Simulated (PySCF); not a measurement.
## AlO₂⁻: adding exact exchange

Base calculation in PySCF with density fitting and no spin–orbit coupling, PBE/def2-TZVPD (no relativity): singlet, D∞h, Al–O 1.653 Å (×2); wavenumbers 246 (×2), 763, 1096 cm⁻¹; gap between the highest occupied and lowest empty levels 2.84 eV, polar-tensor charge of Al 0.71 e.

Problem. What changes on going to PBE0/def2-TZVPD (no relativity)?

Solution. The point group stays the same. Changes: mean bond to Al -0.023 Å, highest wavenumber +65 cm⁻¹, lowest wavenumber +23 cm⁻¹, gap between the highest occupied and lowest empty levels +2.08 eV, polar-tensor charge of Al +0.17 e. The new structure has Al–O 1.630 Å (×2), with wavenumbers 269 (×2), 811, 1161 cm⁻¹. Exact exchange shortens and stiffens the bonds and opens the gap, the usual pattern.

Only the bonding shown was studied: isomers, or loss of a ligand pair, can lie lower.
